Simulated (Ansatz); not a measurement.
The input, for Ansatz 0.2.0:

```yaml
crystal:
  periodic: [false, false, false]
  atoms:
    - {symbol: Ga, position_ang: [0.000000, -0.011751, -0.054091]}
    - {symbol: H, position_ang: [0.000000, 2.368787, -0.277513]}
    - {symbol: H, position_ang: [0.000000, 0.370771, 2.107993]}
    - {symbol: H, position_ang: [0.000000, -1.532424, -0.196812]}
    - {symbol: H, position_ang: [0.000000, -0.394273, 2.107993]}
basis:
  gaussian: {orbitals: cc-pVDZ}
total_charge: 1
magnetization: {spin_polarized: false}
correlation: {method: ccsdt_q, electrons: outside_noble_gas}
```

```sh
$ ansatz run in.yaml --threads 1 --pin off --events-out ev --progress --plain --max-ram 2393MiB
```

(1) Roughly how long does this take on 1 thread of Arm Neoverse V1, shared host, and how much host memory?

```
905 factors; integrals over basis functions are off by at most 2.6e-7 eV
mean field evaluation 1: about -52384.8392 eV, gradient 7.9e0 eV
mean field evaluation 2: about -52384.8481 eV, gradient 7.9e0 eV
mean field evaluation 4: about -52385.3153 eV, gradient 3.4e-1 eV
mean field evaluation 8: about -52385.3157 eV, gradient 7.5e-5 eV
mean field evaluation 16: about -52385.3157 eV, gradient 2.7e-6 eV
mean field -52385.31573901 eV, -1925.1248453661 hartree, gradient 2.7e-6 eV, S^2 0.000000; 0 other end points of the search recorded, 0 dependent functions left out; unrestricted orbitals would lower it
14 core orbitals not correlated: weight in the atoms' cores, before any rotation towards them, 0.999 or more for the frozen orbitals, at most 0.001 for the correlated occupied ones
reference -52385.31573901 eV, -1925.1248453661 hartree; 3, 3 occupied and 30, 30 virtual orbitals, 905 factors
second order -2.36076717 eV of doubles, -0.00000000 eV of singles
cycle   1  -2.93118909 eV  change   -5.7e-1 eV  update   8.5e-2
cycle   2  -3.37157604 eV  change   -4.4e-1 eV  update   4.7e-2
cycle   3  -3.39422535 eV  change   -2.3e-2 eV  update   1.5e-2
cycle   4  -3.40196608 eV  change   -7.7e-3 eV  update   6.7e-3
cycle   5  -3.40727452 eV  change   -5.3e-3 eV  update   2.9e-3
cycle   6  -3.40639793 eV  change    8.8e-4 eV  update   1.2e-3
cycle   7  -3.40689953 eV  change   -5.0e-4 eV  update   3.8e-4
cycle   8  -3.40726883 eV  change   -3.7e-4 eV  update   1.0e-4
cycle   9  -3.40719369 eV  change    7.5e-5 eV  update   3.4e-5
cycle  10  -3.40717474 eV  change    1.9e-5 eV  update   1.2e-5
cycle  11  -3.40717334 eV  change    1.4e-6 eV  update   4.6e-6
cycle  12  -3.40717639 eV  change   -3.0e-6 eV  update   1.8e-6
cycle  13  -3.40717773 eV  change   -1.3e-6 eV  update   6.1e-7
cycle  14  -3.40717688 eV  change    8.5e-7 eV  update   2.6e-7
cycle  15  -3.40717694 eV  change   -6.1e-8 eV  update   9.2e-8
perturbative correction -0.00206656 eV, -0.0000759447 hartree
Total energy: -52388.72498251 eV, -1925.2501327539 hartree
```

For the same geometry and basis full CI lies 0.7 meV lower.

Answers

(1) 2.4 s wall and 0.12 GiB.
